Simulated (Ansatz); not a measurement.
Calculated with Ansatz (gas phase, PBE0-D4/def2-TZVP geometries, no zero-point term in ΔE). CBS: MP2 limit from def2 TZ/QZ plus the TZ coupled-cluster correction, frozen cores. This one scheme is used for every species, atoms too. Functionals use def2-TZVPP. HSE06 is defined as in plane-wave codes. Open shells (•) are unrestricted, without spin–orbit coupling. Spin–orbit coupling would lower the free atoms: a little for Al, O, Si.

Consider the atomization: `[AlH2][O][SiH3]` → Al• + 5 H• + O• + Si•.

| level | ΔE (eV) | difference from CCSD(T)/CBS |
| --- | --- | --- |
| revPBE-D4 | 25.13 | -1.10 |
| BLYP-D4 | 25.77 | -0.46 |
| r2SCAN0-D4 | 25.71 | -0.52 |
| HSE06-D4 | 25.42 | -0.81 |
| PBE-QIDH | 25.59 | -0.64 |
| PBE0 | 25.30 | -0.93 |
| CAM-B3LYP | 26.11 | -0.12 |
| HF/def2-TZVPP | 19.94 | -6.29 |
| CCSD/def2-TZVPP | 25.31 | -0.92 |
| CCSD(T)/def2-TZVPP | 25.53 | -0.70 |
| CCSD(T)/CBS | 26.23 | 0 |

Largest T1 diagnostic among the species: 0.018.

Leaving LDA and LC-ωPBE aside and taking each functional with its dispersion term where it has one, the values, not all of them listed here, spread over 1.23 eV, from revPBE-D4 to B97M-V. LDA lies +3.12 eV from PBE without D4, its usual overbinding. The D4 term adds +0.21 eV with B3LYP and +0.11 eV with PBE0; it sums over pairs of atoms, weighted by their polarisabilities, and B3LYP, whose exchange is more repulsive, gets the larger term. In def2-TZVPP, CCSD(T) changes the Hartree–Fock value by +5.59 eV (the triples alone add +0.22 eV) and MP2 by +5.73 eV; breaking electron pairs costs correlation energy, which Hartree–Fock lacks.

B3LYP here is the variant with VWN-RPA as its local correlation; programs differ in this.

For atomizations the MP2-based limit and the directly extrapolated one differ by several kJ/mol either way, and by 10 to 25 for some Ge, Se and Sn compounds, so smaller differences from it don't rank the levels.
